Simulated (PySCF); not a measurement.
## Vibration and rotation of F₂

RHF-CCSD(T) constants of F₂, ¹Σg⁺ (singlet), closed shell (F def2-SVPD; no relativity (PySCF 2.14); masses 18.9984 and 18.9984 u):

* ωe: 818.8 cm⁻¹
* ωexe: 13.4 cm⁻¹
* Be: 0.85346 cm⁻¹
* αe: 0.0147 cm⁻¹
* D (centrifugal): 3.71e-06 cm⁻¹
* De to F + F: 1.25 eV

Problem. Estimate the standard entropy (1 bar) and heat capacity of the ideal gas at 298.15 K, rigid rotor with B0 and harmonic oscillator at the fundamental.

Solution. Translation (Sackur–Tetrode, M = 38.00 u): 154.2 J/(mol K). Rotation: q = kT/(σB0) = 122 with σ = 2, 48.3. Vibration: x = hcν0/kT = 3.82, 0.90. S° = 203.4 J/(mol K); Cp = 7R/2 + 2.78 = 31.9 J/(mol K).

Correlated steps freeze 2 core orbitals. Correlated levels converge slowly with the basis: in double zeta they bind strong bonds too weakly, by up to about 1 eV, and carry superposition errors of some tenths. Where the molecule has an RHF reference, its open-shell atoms are computed with UHF.
